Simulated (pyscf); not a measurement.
difluorocarbene (F–C:–F) [singlet] + hydrogen (H₂) → F–CH₂–F, an insertion (singlet surface; H–H broken, C–H, C–H formed). Structures and frequencies: ωB97X-D3(BJ)/def2-SVP in PySCF. Energies in kcal/mol from the separated reactants.

Small-basis levels: PySCF, no dispersion term, spherical d functions. 

Quick MP2/6-31G* single points give ΔE‡ = 42.4 kcal/mol and ΔE = -68.9 kcal/mol. What does ωB97M-D3(BJ)/def2-TZVP give, and how far is the quick result from it?

ωB97M-D3(BJ)/def2-TZVP gives ΔE‡ = 31.7 kcal/mol and ΔE = -67.1 kcal/mol. MP2/6-31G* lies 10.7 kcal/mol over it in the barrier and 1.8 kcal/mol under it in the reaction energy, so on this step it does not hold to within 3.0 kcal/mol. ωB97M-D3(BJ)/def2-TZVP has limits of its own. This is the saddle that the search found; another between the same sides may lie lower.
